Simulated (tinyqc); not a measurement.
The integration grid: Kohn-Sham R2SCAN on finer and finer grids in the sto-6g basis, for HF, spin multiplicity 1. Computed by the program tinyqc with PySCF. Self-consistent on each grid; the net force on the molecule should vanish.

Geometry (angstrom):

| atom | x | y | z |
|---|---|---|---|
| F | 0.0000 | 0.0000 | 0.0000 |
| H | 0.0000 | 0.0000 | 1.3000 |

Kohn-Sham energy on Becke grids (radial x angular points per atom):

| grid | points | residual of the electron count | E (hartree) | E - finest (mhartree) | largest net force without grid terms (hartree/bohr) |
|---|---|---|---|---|---|
| 10 x 14 | 274 | -2.42e-02 | -99.83767 | -45.46680 | 1.19e-01 |
| 15 x 26 | 771 | -1.02e-02 | -99.78663 | 5.57333 | 9.89e-02 |
| 20 x 50 | 1988 | 1.21e-04 | -99.78583 | 6.37300 | 1.69e-02 |
| 30 x 86 | 5142 | -6.98e-06 | -99.79321 | -1.00305 | 1.89e-02 |
| 50 x 194 | 19369 | 5.36e-08 | -99.79183 | 0.37573 | 4.59e-03 |
| 75 x 302 | 45254 | -1.85e-07 | -99.79223 | -0.02872 | 9.77e-04 |
| 120 x 590 | 141439 | 2.50e-09 | -99.79221 | 0.00000 | 2.94e-04 |

What does the comparison show, and why?

The energy is within 0.1 mhartree of the finest grid first at 75 x 302. The error has both signs, since quadrature is not variational. The electron count and the net force are cheap signs of a poor grid.
